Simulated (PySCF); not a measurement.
C₅H₅Cl.
Atom-mapped SMILES: `[CH:1]#[C:2]/[CH:3]=[CH:4]\[CH2:5][Cl:6]` (hydrogens: H7 on C1; H8 on C3; H9 on C4; H10, H11 on C5)

Jobs on this species (11 atoms, 52 electrons) with PySCF (density fitting). Hardware of each: Intel Xeon Platinum 8259CL at 2.50 GHz, one thread, shared host. Times come from a shared host and carry two figures at best. Peak memory is the resident size of the whole Python process, interpreter and libraries included.

| level and settings | work | basis functions | SCF cycles | wall time | peak memory |
| --- | --- | --- | --- | --- | --- |
| PBE0/def2-SVP | spin–spin couplings from 10 perturbed nuclei, spin–dipole term left out | 113 | ? | ? | ? |
| PBE0/pcSseg-1 | shieldings, charges and field gradients | 134 | 14 | 14 s | 0.67 GiB |
| B97-D/6-31G, IEF-PCM chloroform, fitting basis def2-universal-jkfit | shieldings, charges and field gradients | 68 | 10 | 9.0 s | 0.51 GiB |
| PBE0/aug-pcSseg-1, IEF-PCM methanol | shieldings | 208 | 14 | 27 s | 0.90 GiB |
| PW91/pcSseg-0, damping 0.2 at the start, DIIS from the seventh cycle | 1 singlet by full TDDFT, polarisability | 68 | 18 | 10 s | 0.35 GiB |
| PBE0/def2-SVPD | 6 singlets by full TDDFT, 2 Tamm–Dancoff triplets, polarisability, density and orbital grids written | 167 | 14 | 24 s | 0.68 GiB |
| PBE0/pcSseg-1 | shieldings, charges and field gradients, density and orbital grids written | 134 | 14 | 20 s | 0.79 GiB |
| PBE0/def2-TZVP | spin–spin couplings from 10 perturbed nuclei, spin–dipole term left out | 222 | 14 | 29 s | 0.86 GiB |
| PBE0/aug-cc-pVDZ | spin–spin couplings from 10 perturbed nuclei, spin–dipole term left out | 187 | 14 | 23 s | 0.78 GiB |

**Question.** Fill in the missing figures.

**Answer.** 
- PBE0/def2-SVP; spin–spin couplings from 10 perturbed nuclei, spin–dipole term left out: 10 s, 0.57 GiB, 13 SCF cycles

**Question.** What do all jobs in the table cost together?

**Answer.** About 2.8 min; the longest takes about 17 % of that, and about 3.2 times as long as the shortest.
